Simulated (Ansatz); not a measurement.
Reaction (SMILES): ClCl (Cl2) → 2 Cl atom
B3LYP-D3(BJ)/def2-TZVP geometries, fixed; electronic energies without zero-point terms.

Basis-set convergence of the bond dissociation energy at B3LYP with Ansatz (an electronic-structure program). Cartesian d functions, on some or all atoms, in 6-311G**; all else is spherical. The program fits the integrals of some runs and decomposes those of others, by size. Open shells are unrestricted. No added dispersion term, no relativity. Functions are those of the species that has most. Reference: the value in aug-cc-pV(5+d)Z, 55.83 kcal/mol, itself unsure by roughly 0.09 kcal/mol (its mean distance from pcseg-4, aug-pcseg-3, aug-cc-pV(Q+d)Z).

```csv
basis,functions,bond dissociation energy (kcal/mol)
3-21G,26,26.05
6-31G,26,26.45
pcseg-1,36,48.55
cc-pV(D+d)Z,46,52.05
6-311G**,54,?
def2-SVPD,54,47.81
aug-cc-pV(D+d)Z,64,52.87
"6-311++G(2d,2p)",70,52.91
cc-pV(T+d)Z,78,55.29
def2-TZVPD,92,55.46
"6-311++G(3df,3pd)",94,55.13
jun-cc-pV(T+d)Z,96,?
aug-pcseg-2,100,55.11
aug-cc-pV(T+d)Z,110,?
def2-QZVPP,140,55.60
def2-QZVPPD,158,?
aug-pcseg-3,178,55.87
aug-cc-pV(5+d)Z,272,55.83
```

Q: Fill in the missing entries.

A: 
- 6-311G**, bond dissociation energy (kcal/mol): 46.30
- jun-cc-pV(T+d)Z, bond dissociation energy (kcal/mol): 55.34
- aug-cc-pV(T+d)Z, bond dissociation energy (kcal/mol): 55.39
- def2-QZVPPD, bond dissociation energy (kcal/mol): 55.65
